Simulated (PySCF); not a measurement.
# Excitation energies in several basis sets

Species: Cl₂.
Structure used (PBE0-D3(BJ)/def2-SVP), in Å, numbered top down from 1:
```
atom  x, y, z in Å
Cl1    1.013    0.000    0.000
Cl2   -1.013    0.000    0.000
```

TDDFT with PBE0 (PySCF), vertical singlets, core orbitals frozen in the response, spherical d and f functions. Geometry: PBE0-D3(BJ)/def2-SVP; no solvent, vibrations or thermal averaging.

Problem. Compare 6-31G*, def2-SVP, 6-31+G*, def2-SVPD, aug-cc-pVDZ, def2-TZVP, def2-TZVPD and aug-cc-pVTZ for this molecule.

Solution. 

| basis | functions | diffuse | S1 (eV) | S2 (eV) | S3 (eV) | S4 (eV) | S5 (eV) | LUMO (eV) | α (au) |
| --- | --- | --- | --- | --- | --- | --- | --- | --- | --- |
| 6-31G* | 36 | no | 3.40 | 3.40 | 6.05 | 6.05 | 10.36 | -3.54 | 18.1 |
| def2-SVP | 36 | no | 3.47 | 3.47 | 6.14 | 6.14 | 10.62 | -3.20 | 17.5 |
| 6-31+G* | 44 | yes | 3.39 | 3.39 | 6.03 | 6.03 | 8.32 | -3.64 | 21.1 |
| def2-SVPD | 54 | yes | 3.34 | 3.34 | 6.02 | 6.02 | 8.60 | -3.73 | 30.4 |
| aug-cc-pVDZ | 54 | yes | 3.38 | 3.38 | 6.05 | 6.05 | 8.76 | -3.57 | 29.2 |
| def2-TZVP | 74 | no | 3.45 | 3.45 | 6.15 | 6.15 | 9.77 | -3.37 | 22.9 |
| def2-TZVPD | 92 | yes | 3.42 | 3.42 | 6.12 | 6.12 | 8.59 | -3.48 | 31.2 |
| aug-cc-pVTZ | 100 | yes | 3.44 | 3.44 | 6.14 | 6.14 | 8.53 | -3.46 | 30.7 |

States are compared by their number. Against the largest diffuse basis here (aug-cc-pVTZ, itself not a converged limit), sets without diffuse functions differ by up to 0.04 eV in S1 and 2.09 eV in S5; the smaller diffuse sets differ by up to 0.10 and 0.22 eV. State by state, the largest deviation of a set without diffuse functions is S1 0.04, S2 0.04, S3 0.09, S4 0.09, S5 2.09 eV. The same number needn't mean the same state in each row. Against aug-cc-pVTZ the polarisability deviates by -41% in 6-31G*, -43% in def2-SVP, -31% in 6-31+G*, -1% in def2-SVPD, -5% in aug-cc-pVDZ, -26% in def2-TZVP, +2% in def2-TZVPD.
